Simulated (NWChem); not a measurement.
Everything below was run with NWChem. System: nitrogen dioxide (NO$_{2}$), charge 0, spin multiplicity 2, at a geometry optimised with UB3LYP/def2-SVP. Its SCF solution wasn't tested for a lower state. Level: G0W0@UCAM-B3LYP/def2-TZVP, RI basis def2-tzvp-rifit.

Input file:

```
start mol
memory heap 200 mb stack 700 mb global 1700 mb
geometry units angstroms nocenter noautoz
  O     -1.099437     0.000000     0.139935
  N      0.000000     0.000000    -0.319852
  O      1.099437     0.000000     0.139935
  symmetry group C2v
end
basis spherical
  * library def2-tzvp
end
basis "ri basis" bse spherical
  * library def2-tzvp-rifit
end
dft
  xc xcamb88 1.00 lyp 0.81 vwn_5 0.19 hfexch 1.00
  cam 0.33 cam_alpha 0.19 cam_beta 0.46
  odft
  mult 2
  direct
  iterations 100
  tolerances tight
end
task dft energy
gw
  states alpha occ 4 vir 2
  states beta occ 4 vir 2
end
task dft gw
```

Output (cleaned and shortened):

```
             Northwest Computational Chemistry Package (NWChem) 7.3.0
             --------------------------------------------------------

                                NWChem Input Module
                                -------------------

 Scaling coordinates for geometry "geometry" by  1.889725989
 (inverse scale =  0.529177249)

 Turning off AUTOSYM since
 SYMMETRY directive was detected!

                             Geometry "geometry" -> ""
                             -------------------------

 Output coordinates in angstroms (scale by  1.889725989 to convert to a.u.)

  No.       Tag          Charge          X              Y              Z
 ---- ---------------- ---------- -------------- -------------- --------------
    1 O                    8.0000    -1.09943700     0.00000000     0.13993500
    2 N                    7.0000     0.00000000     0.00000000    -0.31985200
    3 O                    8.0000     1.09943700     0.00000000     0.13993500

 Effective nuclear repulsion energy (a.u.)      65.1357033684

            Nuclear Dipole moment (a.u.)
            ----------------------------
        X                 Y               Z
 ---------------- ---------------- ----------------
     0.0000000000     0.0000000000    -0.0000075589

      Symmetry information
      --------------------

 Group name             C2v
 Group number             16
 Group order               4
 No. of unique centers     2

      Symmetry unique atoms

     1    2


 Summary of "ao basis" -> "" (spherical)
 ------------------------------------------------------------------------------
       Tag                 Description            Shells   Functions and Types
 ---------------- ------------------------------  ------  ---------------------
 *                         def2-tzvp                  on all atoms

 new library libraries.bse/

 Summary of "ri basis" -> "" (spherical)
 ------------------------------------------------------------------------------
       Tag                 Description            Shells   Functions and Types
 ---------------- ------------------------------  ------  ---------------------
 *                      def2-tzvp-rifit               on all atoms

                                 NWChem DFT Module
                                 -----------------

 Summary of "ao basis" -> "ao basis" (spherical)
 ------------------------------------------------------------------------------
       Tag                 Description            Shells   Functions and Types
 ---------------- ------------------------------  ------  ---------------------
 O                         def2-tzvp                11       31   5s3p2d1f
 N                         def2-tzvp                11       31   5s3p2d1f

 Summary of "ao basis" -> "ao basis" (spherical)
 ------------------------------------------------------------------------------
       Tag                 Description            Shells   Functions and Types
 ---------------- ------------------------------  ------  ---------------------
 O                         def2-tzvp                11       31   5s3p2d1f
 N                         def2-tzvp                11       31   5s3p2d1f

      Symmetry analysis of basis
      --------------------------

        a1         35
        a2         13
        b1         28
        b2         17

  int_init: cando_txs set to always be  F

            General Information
            -------------------
          SCF calculation type: DFT
          Wavefunction type:  spin polarized.
          No. of atoms     :     3
          No. of electrons :    23
           Alpha electrons :    12
            Beta electrons :    11
          Charge           :     0
          Spin multiplicity:     2
          Use of symmetry is: on ; symmetry adaption is: on
          Maximum number of iterations: 100
          This is a Direct SCF calculation.
          AO basis - number of functions:    93
                     number of shells:    33
          Convergence on energy requested:  1.00D-06
          Convergence on density requested:  1.00D-05
          Convergence on gradient requested:  5.00D-04

              XC Information
              --------------
                     Hartree-Fock (Exact) Exchange  1.000
                   CAM-Becke88 Exchange Functional  1.000
                      VWN V Correlation Functional  0.190 local
              Lee-Yang-Parr Correlation Functional  0.810

           Range-Separation Parameters
           ---------------------------
           Alpha           :  0.19
           Beta            :  0.46
           Gamma           :  0.33
           Short-Range HF  :     F

             Grid Information
             ----------------
          Grid used for XC integration:  medium
          Radial quadrature: Mura-Knowles
          Angular quadrature: Lebedev.
          Tag              B.-S. Rad. Rad. Pts. Rad. Cut. Ang. Pts.
          ---              ---------- --------- --------- ---------
          O                   0.60       49           7.0       434
          N                   0.65       49           6.0       434
          Grid pruning is: on
          Number of quadrature shells:    98
          Spatial weights used:  Erf1

          Convergence Information
          -----------------------
          Convergence aids based upon iterative change in
          total energy or number of iterations.
          Levelshifting, if invoked, occurs when the
          HOMO/LUMO gap drops below (HL_TOL):  1.00D-02
          DIIS, if invoked, will attempt to extrapolate
          using up to (NFOCK): 10 stored Fock matrices.
[...]
     6      0.142134  1 O  px                68     -0.142134  3 O  px
     9      0.108085  1 O  px                71     -0.108085  3 O  px

 Vector   10  Occ=1.000000D+00  E=-4.449753D-01  Symmetry=a2
              MO Center= -5.6D-15,  1.1D-15,  1.2D-01, r^2= 1.7D+00
   Bfn.  Coefficient  Atom+Function         Bfn.  Coefficient  Atom+Function
  ----- ------------  ---------------      ----- ------------  ---------------
     7      0.352892  1 O  py                69     -0.352892  3 O  py
    10      0.288630  1 O  py                72     -0.288630  3 O  py
    13      0.202797  1 O  py                75     -0.202797  3 O  py
    51     -0.053315  2 N  d -2

 Vector   11  Occ=1.000000D+00  E=-4.168291D-01  Symmetry=b1
              MO Center= -1.1D-15,  1.3D-16,  8.4D-02, r^2= 1.8D+00
   Bfn.  Coefficient  Atom+Function         Bfn.  Coefficient  Atom+Function
  ----- ------------  ---------------      ----- ------------  ---------------
     8      0.297379  1 O  pz                70     -0.297379  3 O  pz
    11      0.244939  1 O  pz                73     -0.244939  3 O  pz
     6      0.195639  1 O  px                68      0.195639  3 O  px
     9      0.165402  1 O  px                71      0.165402  3 O  px
    14      0.160933  1 O  pz                76     -0.160933  3 O  pz

 Vector   12  Occ=0.000000D+00  E=-9.784883D-02  Symmetry=a1
              MO Center=  1.4D-15,  1.5D-15, -2.0D-01, r^2= 1.6D+00
   Bfn.  Coefficient  Atom+Function         Bfn.  Coefficient  Atom+Function
  ----- ------------  ---------------      ----- ------------  ---------------
    36      0.787684  2 N  s                 39     -0.297923  2 N  pz
    14      0.282251  1 O  pz                76      0.282251  3 O  pz
     8      0.278858  1 O  pz                70      0.278858  3 O  pz
    42     -0.233695  2 N  pz                11      0.230101  1 O  pz
    73      0.230101  3 O  pz                 5     -0.214120  1 O  s

 Vector   13  Occ=0.000000D+00  E=-2.390964D-02  Symmetry=b2
              MO Center=  1.2D-15, -2.9D-15, -9.7D-02, r^2= 1.5D+00
   Bfn.  Coefficient  Atom+Function         Bfn.  Coefficient  Atom+Function
  ----- ------------  ---------------      ----- ------------  ---------------
    44      0.440722  2 N  py                38      0.408613  2 N  py
    41      0.378528  2 N  py                13     -0.335093  1 O  py
    75     -0.335093  3 O  py                 7     -0.279978  1 O  py
    69     -0.279978  3 O  py                10     -0.226973  1 O  py
    72     -0.226973  3 O  py

 Vector   14  Occ=0.000000D+00  E= 1.999573D-01  Symmetry=a1
              MO Center= -5.2D-14,  4.5D-15,  7.7D-02, r^2= 3.4D+00
   Bfn.  Coefficient  Atom+Function         Bfn.  Coefficient  Atom+Function
  ----- ------------  ---------------      ----- ------------  ---------------
    36      4.940163  2 N  s                  5     -2.213014  1 O  s
    67     -2.213014  3 O  s                 45      1.457118  2 N  pz
    12     -1.196179  1 O  px                74      1.196179  3 O  px
    42      0.333562  2 N  pz                35     -0.226652  2 N  s
    39      0.213743  2 N  pz                 4     -0.141563  1 O  s

   alpha - beta orbital overlaps
   -----------------------------

   alpha      1      2      3      4      5      6      7      8      9     10
    beta      1      2      3      4      5      6      9      8      7     11
 overlap   1.000  1.000  1.000  1.000  1.000  0.968  0.967  0.995  1.000  0.994

   alpha     11     12     13     14     15     16     17     18     19     20
    beta     10     12     13     14     15     16     17     18     19     20
 overlap   1.000  0.992  1.000  0.997  0.999  0.998  1.000  0.998  1.000  0.999

   alpha     21     22     23     24     25     26     27     28     29     30
    beta     21     22     23     24     25     26     27     28     29     30
 overlap   1.000  0.998  1.000  0.989  0.987  1.000  0.999  1.000  0.999  1.000

   alpha     31     32     33     34     35     36     37     38     39     40
    beta     31     32     33     34     35     36     37     38     39     40
 overlap   1.000  0.999  1.000  1.000  1.000  1.000  0.993  1.000  1.000  0.993

   alpha     41     42     43     44     45     46     47     48     49     50
    beta     41     42     43     44     45     46     48     47     49     50
 overlap   1.000  1.000  1.000  0.997  0.997  0.998  0.998  1.000  1.000  1.000

   alpha     51     52     53     54     55     56     57     58     59     60
    beta     51     52     53     54     55     56     57     58     59     60
 overlap   1.000  1.000  1.000  1.000  1.000  0.999  1.000  0.998  1.000  0.999

   alpha     61     62     63     64     65     66     67     68     69     70
    beta     61     62     63     64     65     66     67     68     69     70
 overlap   0.998  1.000  0.999  1.000  1.000  0.998  1.000  0.998  1.000  1.000

   alpha     71     72     73     74     75     76     77     78     79     80
    beta     71     72     73     74     75     76     77     78     79     80
 overlap   1.000  1.000  1.000  1.000  1.000  0.997  1.000  0.998  1.000  0.997

   alpha     81     82     83     84     85     86     87     88     89     90
    beta     81     82     83     84     85     86     87     88     89     90
 overlap   0.998  1.000  1.000  1.000  1.000  1.000  1.000  1.000  1.000  1.000

   alpha     91     92     93
    beta     91     92     93
 overlap   1.000  1.000  1.000

     --------------------------
     Expectation value of S2:
     --------------------------
      <S2> =      0.7544 (Exact =     0.7500)

 center of mass
 --------------
 x =   0.00000000 y =   0.00000000 z =  -0.00009920

 moments of inertia (a.u.)
 ------------------
           7.352844878743           0.000000000000           0.000000000000
           0.000000000000         145.439008769057           0.000000000000
           0.000000000000           0.000000000000         138.086163890314

     Multipole analysis of the density
     ---------------------------------

     L   x y z        total         alpha         beta         nuclear
     -   - - -        -----         -----         ----         -------
     0   0 0 0     -0.000000    -12.000000    -11.000000     23.000000

     1   1 0 0      0.000000     -0.000000      0.000000      0.000000
     1   0 1 0     -0.000000     -0.000000     -0.000000      0.000000
     1   0 0 1     -0.145126      0.115066     -0.260185     -0.000008

     2   2 0 0    -13.467639    -42.688557    -39.844136     69.065053
     2   1 1 0     -0.000000     -0.000000     -0.000000      0.000000
     2   1 0 1      0.000000      0.000000      0.000000      0.000000
     2   0 2 0    -11.052166     -5.730094     -5.322072      0.000000
     2   0 1 1     -0.000000     -0.000000     -0.000000      0.000000
     2   0 0 2    -11.607576     -8.553152     -6.730642      3.676218

 Task  times  cpu:       32.8s     wall:       32.8s

                                NWChem Input Module
                                -------------------

                                 NWChem GW Module
                                 ----------------

                             ***********************
                             ***        GW       ***
                             ***********************

 Summary of "ri basis" -> "ri basis" (spherical)
 ------------------------------------------------------------------------------
       Tag                 Description            Shells   Functions and Types
 ---------------- ------------------------------  ------  ---------------------
 O                      def2-tzvp-rifit             22       76   8s6p4d3f1g
 N                      def2-tzvp-rifit             22       76   8s6p4d3f1g

  int_init: cando_txs set to always be  F
  int_init: cando_txs set to always be  F

                 Memory Information
                 ------------------
          Available GA per process is          1699.9 MBs
          Available stack per process is        700.0 MBs
          Available heap per process is           0.0 MBs

          Peak memory in Initialization
              Peak GA per process is                  4.9 MBs
              Peak stack per process is               0.1 MBs
              Peak heap per process is                5.0 MBs
              Memory not in MA per process            0.0 MBs

          Peak memory in AFF Calculation
              Peak GA per process is                 34.3 MBs
              Peak stack per process is              26.8 MBs
              Peak heap per process is                0.0 MBs
              Memory not in MA per process           26.8 MBs

          Computing 2-center integrals
          Computing Inverse Cholesky factor
          Computing 3-center integrals
          Computing V_xc ...

          Computing Sigma_x
          Computing RPA polarizability
          Solving quasiparticle equations

                  Alpha Orbitals
          State     Energy (eV)     Error (eV)
          -----------------------------------
@GW         9        -18.894           0.002
@GW        10        -13.825           0.003
@GW        11        -13.755           0.003
@GW        12        -11.207           0.003
@GW        13          0.876           0.004
@GW        14          6.752           0.003

                   Beta Orbitals
          State     Energy (eV)     Error (eV)
          -----------------------------------
@GW         8        -18.681           0.003
@GW         9        -17.853           0.002
@GW        10        -13.538           0.003
@GW        11        -12.798           0.003
@GW        12         -0.858           0.004
@GW        13          1.370           0.004

   Applying  -1.2913 eV scissor-shift to rest of particle states

   Applying   1.9906 eV scissor-shift to rest of hole states

   Applying  -1.4557 eV scissor-shift to rest of particle states

   Applying   1.8044 eV scissor-shift to rest of hole states

     GW Timing Statistics
   ------------------------
   Init.   :          0.1s
     ERIs  :          0.7s
     Distr.:          0.0s
     Vxc   :          2.6s
   Sigma_x :          0.0s
   RPA     :          2.3s
   Wmn     :          0.1s
   Sigma_c :          0.1s
   GW total:          5.7s

 Task  times  cpu:        5.7s     wall:        5.7s

 Total times  cpu:       38.6s     wall:       38.6s
```
